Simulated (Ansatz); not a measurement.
Born–Oppenheimer molecular dynamics of AlClH2 (4 atoms, charge 0, multiplicity 1). It goes on from the last frame of an earlier run, with new velocities.

These are results of RKS PBE-D4/def2-SVP (Ansatz 0.2.0), not measurements.

| Property | Result |
| --- | --- |
| ensemble | NVT, Langevin thermostat |
| time step | 0.5 fs |
| steps asked | 166 |
| set temperature | 3000 K |
| friction | 0.02 /fs |
| temperature schedule | 41 steps to 3000 K, then 125 steps to 9000 K |
| seed | 67759 |

First frame:

```xyz
4
Properties=species:S:1:pos:R:3
Al -0.001 0.002 0.004
Cl 0.002 -0.001 2.119
H 1.345 -0.018 -0.647
H -1.391 -0.021 -0.785
```

(1) How far do the bonds stretch over the last three quarters of this one trajectory? (Pairs bonded in most of those frames.)

Answers

(1) 
| bond | mean (Å) | spread (Å) | shortest | longest |
| --- | --- | --- | --- | --- |
| Al1–Cl2 | 2.176 | 0.177 | 1.91 | 2.41 |
| Al1–H3 | 1.671 | 0.134 | 1.42 | 1.98 |
| Al1–H4 | 1.705 | 0.194 | 1.38 | 2.07 |

Mean temperature of the second half: 3849 K. The schedule's set-point averaged 7008 K over the second half and the system 3849 K, so it lags behind the ramp. A run of 0.083 ps of so small a system gives no equilibrium averages. The orbitals stay closed-shell, which can raise the energy where a bond breaks towards radicals; this wasn't checked here.

The run took 57 s on 1 thread of Intel(R) Xeon(R) 6975P-C (Granite Rapids), on a shared host, peak memory 0.11 GiB.
